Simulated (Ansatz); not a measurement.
Compare A (`CC1OCCCO1`) with its isomer B (`CC(=O)OC(C)C`).

Program: Ansatz. Geometries: PBE0-D4/def2-TZVP. ΔE: electronic, gas phase. CCSD(T)/CBS adds triple-zeta CCSD(T) − MP2 to the extrapolated MP2 energy (def2 sets, frozen cores). DFT in def2-TZVPP. B3LYP here is the variant with VWN-RPA as its local correlation; programs differ in this. One conformer a species, not always the lowest.

(1) Which isomer does CCSD(T)/CBS put lower? Give the gap. (Estimate.)

(2) Give E(B) − E(A) in kJ/mol with MP2/def2-TZVPP, r2SCAN-D4, CCSD/def2-TZVPP, B3LYP-D4, PBE0-D4, B3LYP, CCSD(T)/def2-TZVPP. (Best estimate.)

Largest T1 diagnostic: 0.013.

## Answers

(1) Ansatz gave: B, by 103.1 kJ/mol.

(2) Computed: MP2/def2-TZVPP -107.0, r2SCAN-D4 -115.0, CCSD/def2-TZVPP -101.8, B3LYP-D4 -115.8, PBE0-D4 -100.4, B3LYP -123.8, CCSD(T)/def2-TZVPP -103.9. None reverses the order clearly.

From PBE to PBE0 (25 % exact exchange), in def2-TZVPP and without D4, E(B) − E(A) moves by +13.0 kJ/mol. The D4 term adds +8.0 kJ/mol with B3LYP and +3.9 kJ/mol with PBE0; it sums over pairs of atoms, weighted by their polarisabilities, and B3LYP, whose exchange is more repulsive, gets the larger term.
